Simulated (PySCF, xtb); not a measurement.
# CH4BSi: which of two structures lies lower

Structure X: `B=C[SiH2]`, a doublet. Structure Y: a doublet given by its coordinates. Both are isolated molecules in the gas phase, relaxed with B3LYP/6-31G*; the shapes shown needn't be the lowest conformers.

X (Å):

```yaml
atoms:
  - { symbol: C, position_ang: [-0.1215, -0.7674, 1.0813] }
  - { symbol: B, position_ang: [0.5005, 0.4373, 1.3352] }
  - { symbol: Si, position_ang: [-0.1910, -0.8238, -0.7704] }
  - { symbol: H, position_ang: [0.6362, -1.9097, -1.3932] }
  - { symbol: H, position_ang: [-0.4585, -1.6027, 1.6813] }
  - { symbol: H, position_ang: [0.2781, 0.4939, -1.3037] }
  - { symbol: H, position_ang: [1.0153, 1.4880, 1.4304] }
```

Y (Å):

```xyz
7

C     0.3155   -0.2349   -0.2683
B     0.5503    0.8949    0.7581
Si    2.0857    0.0739   -0.9724
H    -0.4100   -0.0737   -1.0764
H     0.2628   -1.2719    0.0883
H     1.0656    0.6604    1.8161
H     0.2940    2.0338    0.4810
```

Close contacts (Å): C1–B2 1.54, C1–Si3 1.93, B2–Si3 2.45, C1–H4 1.10, C1–H5 1.10, B2–H6 1.20, B2–H7 1.20.

Q: Which of the two would you expect CCSD(T)/def2-SVP + ΔMP2/def2-TZVPP electronic energies to favour?

A: Structure Y; the calculation gives E(Y) − E(X) = −6.1 kcal/mol.

How the difference moves with the method:

| level | geometry | E(Y) − E(X) (kcal/mol) | departure from the last row (kcal/mol) | job, with rough time for the two |
| --- | --- | --- | --- | --- |
| B3LYP/6-31G* | B3LYP/6-31G* | −7.9 | −1.8 | optimisation, 78 s |
| HF/def2-SVP | B3LYP/6-31G* | −6.9 | −0.8 | part of the CCSD(T) run |
| MP2/def2-SVP | B3LYP/6-31G* | −5.7 | +0.4 | part of the CCSD(T) run |
| CCSD(T)/def2-SVP | B3LYP/6-31G* | −8.3 | −2.2 | single point |
| CCSD(T)/def2-SVP + ΔMP2/def2-TZVPP | B3LYP/6-31G* | −6.1 |  | single point, 96 s |

The levels shown agree on the order. The largest departure from CCSD(T)/def2-SVP + ΔMP2/def2-TZVPP is that of CCSD(T)/def2-SVP, 2.2 kcal/mol. Levels run at GFN2-xTB geometries aren't shown. The last row adds to CCSD(T) the change of the MP2 difference between the two basis sets, here +2.2 kcal/mol.

With thermal terms from frequencies at re-optimised GFN2-xTB minima (ideal gas, soft modes damped towards free rotors, one conformer each, 200 K, 1 atm): the zero-point term adds +3.8 kcal/mol; ΔH is −3.0 and ΔG −1.7 kcal/mol.

Open shells are spin-unrestricted. The correlated steps freeze 7 core orbitals. Programs: PySCF 2.14.0, xtb 6.7.1 (Pople sets with spherical d functions); the last row on 2 threads of Arm Neoverse V1 on a shared host.
